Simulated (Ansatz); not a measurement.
# CH4BN (SMILES BN=C): single points off equilibrium

An exercise on one series of results from a longer session: the logs are not shown, and one member is left open.

Computed with Ansatz 0.2.0, Gaussian basis. Level: single points in def2-TZVPP.

Cores are frozen in the correlated methods.

## The starting structure

SMILES `BN=C`, 7 atoms, charge 0, spin multiplicity 1.

Atoms are counted from 1 here; the program's logs count them from 0.

Bond lengths: B1–N2 1.356 Å, B1–H4 1.233 Å, B1–H5 1.078 Å, N2–C3 1.201 Å, C3–H6 0.966 Å, C3–H7 0.980 Å. Angles: N2–B1–H4 110.8°, N2–B1–H5 127.5°, H4–B1–H5 121.4°, B1–N2–C3 166.7°, N2–C3–H6 122.6°, N2–C3–H7 127.4°, H6–C3–H7 108.5°.

Geometry (Å):

```mol
CH4BN
  3D, bonds by distance, orders not assigned

  7  6  0  0  0  0  0  0  0  0999 V2000
   -0.9266    0.4083   -0.7747 B   0  0
    0.0110   -0.0531    0.0888 N   0  0
    0.9969   -0.2577    0.7437 C   0  0
   -1.9583   -0.2637   -0.7026 H   0  0
   -0.8154    1.1909   -1.5080 H   0  0
    1.6755   -0.8927    0.4797 H   0  0
    1.1572   -0.0002    1.6752 H   0  0
  1  2  8  0
  1  4  8  0
  1  5  8  0
  2  3  8  0
  3  6  8  0
  3  7  8  0
M  END
```

Set-up of the first run:

Input file run/in.yaml:

```yaml
crystal:
  periodic: [false, false, false]
  atoms:
    - {symbol: B, position_ang: [-0.926600, 0.408300, -0.774700]}
    - {symbol: N, position_ang: [0.011000, -0.053100, 0.088800]}
    - {symbol: C, position_ang: [0.996900, -0.257700, 0.743700]}
    - {symbol: H, position_ang: [-1.958300, -0.263700, -0.702600]}
    - {symbol: H, position_ang: [-0.815400, 1.190900, -1.508000]}
    - {symbol: H, position_ang: [1.675500, -0.892700, 0.479700]}
    - {symbol: H, position_ang: [1.157200, -0.000200, 1.675200]}
basis:
  gaussian: {orbitals: def2-TZVPP}
correlation: {method: ccsd_t}
output: {forces: true}
```

No record of the launch command was kept for these runs.

Among the steps run: CCSD(T)/def2-TZVPP; PBE0-D4/def2-TZVPP; wB97M-V/def2-TZVPP; r2SCAN-D4/def2-TZVPP; PBE-D4/def2-TZVPP; r2SCANh-D4/def2-TZVPP; CAM-B3LYP-D4/def2-TZVPP.

One of the session's tables, all rows but one given; the rest of the session is left out.

```
      method  RMS force component (eV/Å)  angle to CCSD(T) forces (°)  dipole (D)
     CCSD(T)                       2.507                    reference        2.36
     PBE0-D4                       2.544                          7.1        2.24
     wB97M-V                           ?                            ?           ?
   r2SCAN-D4                       2.542                          5.6        2.21
      PBE-D4                       2.612                          4.7        2.21
  r2SCANh-D4                       2.522                          6.5        2.22
CAM-B3LYP-D4                       2.490                          7.1        2.27
```

Q: Estimate the row for wB97M-V from the others.

The run gave: RMS force component (eV/Å): 2.463; angle to CCSD(T) forces (°): 5.2; dipole (D): 2.31. In the column «RMS force component (eV/Å)» it is the lowest.
